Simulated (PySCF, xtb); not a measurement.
dimethyl ether (C2H6O), SMILES O(C)C.

GFN2-xTB in xtb at its own geometry gives an orbital gap of 12.32 eV and a dipole moment of 1.58 D.

Geometry: B3LYP-D3(BJ)/def2-TZVP.

What does PBE/def2-TZVPD (PySCF) give? (The exact figures need the calculation; the answer reports its results.)

gap 5.67 eV (levels -5.87 and -0.20 eV), dipole 1.15 D.
